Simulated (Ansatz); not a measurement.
**Two structures, one formula**

Two relaxed structures of CH$_{6}$AlSi (charge +1), singlet (PBE0-D4/def2-TZVP; forces vanish, vibrations not checked).

A:

| atom | x (Å) | y (Å) | z (Å) |
| --- | --- | --- | --- |
| C1 | -0.8228 | 1.1944 | -0.8201 |
| Al2 | 0.5423 | -1.7226 | 1.4672 |
| Si3 | 0.5412 | 0.0861 | -0.3070 |
| H4 | -1.7569 | 1.0435 | -0.2814 |
| H5 | -0.9897 | 1.0636 | -1.8983 |
| H6 | -0.4879 | 2.2341 | -0.6994 |
| H7 | 1.7610 | 0.3788 | -1.1077 |
| H8 | 0.1242 | -3.1131 | 0.8767 |
| H9 | 0.9572 | -1.1580 | 2.8694 |

B:

C1  (-0.870, 1.248, -0.833)
Al2  (0.655, 0.089, -0.649)
Si3  (0.577, -1.481, 1.364)
H4  (-1.795, 0.674, -0.941)
H5  (-0.752, 1.880, -1.717)
H6  (-0.985, 1.896, 0.041)
H7  (2.016, -0.237, -1.363)
H8  (0.031, -2.864, 1.381)
H9  (1.124, -1.204, 2.718)
(Å)

Ansatz 0.2.0; basis: def2-TZVPP; cores frozen in the correlated methods. B3LYP uses VWN-RPA correlation.

**Question.** Which structure is lower at CCSD(T), and by how much? (An estimate is asked for; the value comes from the calculation.)

**Answer.** The calculation gives: A, by 4.29 kcal/mol (electronic energy, against the other). By their contacts, A is CH₆AlSi ([CH3][SiH][AlH2]), total charge +1 and B is CH₆AlSi ([CH3][AlH][SiH2]), total charge +1.

All methods give the same order:

| method | E(B) − E(A) (kcal/mol) |
| --- | --- |
| PBE-D4 | 5.10 |
| r2SCAN-D4 | 5.25 |
| PBE0-D4 | 5.32 |
| B3LYP-D4 | 4.81 |
| wB97M-V | 4.63 |
| HF | 4.88 |
| MP2 | 4.42 |
| CCSD | 4.27 |
| CCSD(T) | 4.29 |

T1 diagnostic: at most 0.013.

Labels in which every atom is bracketed show which atoms are joined, not bond orders.

For scale, one of the runs: CCSD(T)/def2-TZVPP, 199 basis functions, launched by `ansatz run in.yaml --threads 2 --pin off --events-out ev --progress --plain --max-ram 4352MiB`. Hardware: 2 CPU threads of an Arm Neoverse V2, shared host. Wall time 36 s; peak host memory 2.1 GiB.
